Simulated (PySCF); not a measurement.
Gas-phase thermal properties of (CH3)2NH

Computed with PySCF (xtb for GFN2) and rigid-rotor harmonic-oscillator thermochemistry at 1 bar. 6-31G* has spherical d functions here. All species are closed-shell singlets. B3LYP is the form with VWN-RPA correlation. The harmonic model lacks anharmonicity and excited electronic states, which grow with temperature; levels with a mode under 35 cm⁻¹ are left out. Internal rotation in (CH3)2NH is treated as a harmonic vibration of one conformer, which makes the entropy rough.

```tsv
level	point group	σ	ZPE (kJ/mol)	S°298 (J/mol/K)	Cp298 (J/mol/K)	S°1000 (J/mol/K)	H1000 − H298 (kJ/mol)
B3LYP/6-31G*	Cs	1	244.3	270.8	65.7	402.1	82.9
GFN2-xTB	Cs	1	237.2	271.6	66.6	405.4	84.4
HF/6-31G*	Cs	1	261.1	269.0	62.6	393.6	78.8
PBE/def2-SVP	Cs	1	234.8	271.8	67.9	407.8	85.6
PBE0/def2-TZVP	Cs	1	242.9	271.4	66.4	404.0	83.6
```
σ: rotational symmetry number. Electronic degeneracy used: 1. Frequencies are unscaled.
